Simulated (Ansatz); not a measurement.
**Corundum Cr2O3**

The numbers are results of PBE in Ansatz (plane waves, PAW), not measurements.

Run with plane-wave cutoff 500 eV, 10×10×10 k mesh, Fermi–Dirac smearing 0.05 eV, ferromagnetic start, spin-polarised with parallel moments, scalar-relativistic PAW data made under PBE.

Cell: relaxed at this level.

```
Property                                                               Value
-----------------------------------------------  ---------------------------
equilibrium volume per atom                                     9.94 Å³/atom
magnetic moment (largest site, within a sphere)                      2.44 μB
band gap                                         0.88 eV (on the SCF k mesh)
```

Measured, for comparison: band gap 3.3 ± 0.1 eV (temperature not stated, not corrected to a static lattice, middle of the range; as tabulated in Medasani et al. (2019), arXiv:1904.04625); equilibrium volume per atom 9.64 Å³/atom (temperature not stated, not corrected to a static lattice; as tabulated in Sawada, Mater. Res. Bull. 29, 239 (1994) (COD 9015000)). Computed (rounded) less measured: band gap -2.42 eV, equilibrium volume per atom +3.1 %.

Moments are spin moments.

The computed numbers hold no vibrational or temperature effects.

Computing time: very roughly 14 core-minutes.

Ansatz is a first-principles code.
